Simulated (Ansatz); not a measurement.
A barrier at the coupled-cluster level

Start structure (CH5ClSi, closed shell), relaxed at PBE0-D4/def2-TZVP:

```
atom    x (Å)    y (Å)    z (Å)
 Si1  -0.3754  -0.5553  -0.5268
 Cl2   0.5554  -0.2567  -2.3424
  C3   0.3430   0.5967   0.7401
  H4   1.4127   0.4167   0.8644
  H5  -1.8236  -0.3069  -0.7295
  H6  -0.1646  -1.9752  -0.1534
  H7  -0.1474   0.4434   1.7055
  H8   0.1998   1.6373   0.4422
```

The step: CH₅ClSi ([CH3][SiH2][Cl]) → CH₄Si ([CH2][SiH2]) + HCl; bonds formed: Cl2–H4; bonds broken: Si1–Cl2, C3–H4. Program: Ansatz 0.2.0. Basis: def2-TZVPP and def2-QZVPP. Cores are frozen in the correlated methods. Extrapolation: Hartree–Fock as exp(−7.88 √X), correlation as X^−2.97. Energies below are by CCSD(T) at an estimated basis limit (MP2 extrapolated from triple and quadruple zeta, plus CCSD(T) − MP2 in triple zeta).

Q: What are the electronic barrier and the energy of the step, from the start structure to the end structure? (Judge from chemistry; the value comes from the calculation.)

A: Computed: Barrier 346.9 kJ/mol; step energy 308.6 kJ/mol (uphill); reverse barrier, their difference, 38.2 kJ/mol. Barrier and step energy count from the start structure, the reverse barrier from the end structure.

The saddle point: One imaginary mode of 600i cm⁻¹.
```
   pair  start (Å)  saddle (Å)  end (Å)
 Cl2–H4       3.39        1.45     1.31
Si1–Cl2       2.06        2.84     4.00
  C3–H4       1.09        1.72     2.14
```

Zero-point energy (harmonic, PBE0-D4): ZPE is 145.1 kJ/mol at the start and 124.0 kJ/mol at the saddle, so the barrier goes from 346.9 to 325.8 kJ/mol.

First-order rate constant out of the start structure at 298 K by transition-state theory, with harmonic vibrational free energies alone and no tunnelling: ΔA‡ = 326.0 kJ/mol, so k = (kB T/h) exp(−ΔA‡/kB T) ≈ 10^-44 s⁻¹ (an order of magnitude at best: rotation, the number of equivalent paths and anharmonicity are left out).

T1 diagnostic: at most 0.014. The restricted Hartree–Fock reference is unstable towards an unrestricted one at one or more of these structures.

Labels in which every atom is bracketed show which atoms are joined, not bond orders.

For scale, one of the runs: CCSD(T)/def2-TZVPP, 185 basis functions, launched by `ansatz run in.yaml --threads 2 --pin off --events-out ev --progress --plain --max-ram 4352MiB`. Time: 28 s of wall clock on 2 CPU threads of an Arm Neoverse V2; the host was shared. Peak host memory: 1.7 GiB.
